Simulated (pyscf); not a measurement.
## Four-centre exchange: Cl–GaH–Cl + ammonia (NH₃) → Cl–GaH–Cl + ammonia (NH₃)

Gas phase, singlet surface, charge 0. Bonds broken: Ga2–H4, N5–H6. Bonds formed: Ga2–H6, H4–N5. Optimised with ωB97X-D3(BJ)/def2-SVP in PySCF.

Transition state (Å):

```xyz
8

Cl     1.6780    -1.1637    -1.3550
Ga     1.1304    -0.3688     0.5216
Cl     2.4437     0.5633     1.8854
H     -0.8658     0.9110     0.3072
N     -0.6508    -0.4996     1.0125
H     -0.2851    -1.9010     1.6750
H     -1.0030    -0.1446     1.8975
H     -1.3521    -0.9353     0.4197
```

One imaginary mode, 1468i cm⁻¹; descent along it reached the two sides named, in the forms told below.

```tsv
bond	change	reactant side (Å)	saddle	product side
Ga2–H4	breaks	1.555	2.381	2.575
N5–H6	breaks	1.023	1.593	3.0
Ga2–H6	forms	2.591	2.384	1.556
H4–N5	forms	3.0	1.592	1.023
```

Electronic energies relative to the separated reactants (kcal/mol):

```tsv
level	barrier	reaction energy	reverse barrier
ωB97X-D3(BJ)/def2-TZVP	102.9	0.0	102.9
PBE/def2-TZVP	87.9	0.0	87.9
r²SCAN/def2-TZVP	91.2	0.0	91.2
B3LYP-D3(BJ)/def2-TZVP	94.3	0.0	94.3
PBE0-D3(BJ)/def2-TZVP	95.0	0.0	95.0
M06-2X/def2-TZVP	97.4	0.0	97.4
ωB97M-D3(BJ)/def2-TZVP	101.4	0.0	101.4
HF/def2-TZVP	125.0	0.0	125.0
```

With ωB97M-D3(BJ)/def2-TZVP energies and thermal terms (ideal gas, 1 atm, RRHO with modes under 100 cm⁻¹ raised to 100, one conformer, R ln 2 for chiral ones without a mode under 150 cm⁻¹), in kcal/mol:

```json
[
 {"T (K)": "298", "ΔH‡": "97.2", "ΔG‡": "107.5", "ΔH": "0.0", "ΔG": "0.0"},
 {"T (K)": "600", "ΔH‡": "98.0", "ΔG‡": "117.7", "ΔH": "0.0", "ΔG": "0.0"},
 {"T (K)": "900", "ΔH‡": "99.2", "ΔG‡": "127.3", "ΔH": "0.0", "ΔG": "0.0"},
 {"T (K)": "1200", "ΔH‡": "100.4", "ΔG‡": "136.5", "ΔH": "0.0", "ΔG": "0.0"}
]
```

On the reactant side the descent ends in an adduct with a Ga–N contact (not fully relaxed), 31.7 kcal/mol under the separated species and 134.6 kcal/mol under the saddle at ωB97X-D3(BJ)/def2-TZVP. On the product side the descent ends in an adduct with a Ga–N contact, 31.8 kcal/mol under the separated species and 134.7 kcal/mol under the saddle at ωB97X-D3(BJ)/def2-TZVP. The same reactants have a lower exit, to H₂N–Ga(Cl)–Cl + H₂ (barrier +19.4 kcal/mol at ωB97M-D3(BJ), against +101.4 kcal/mol here). One saddle was located; it need not be the lowest between these sides. A restricted solution here is unstable towards spin polarisation, so biradical character is likely and single-reference numbers are less safe. Elements up to Kr have no core potential and no relativistic terms here.
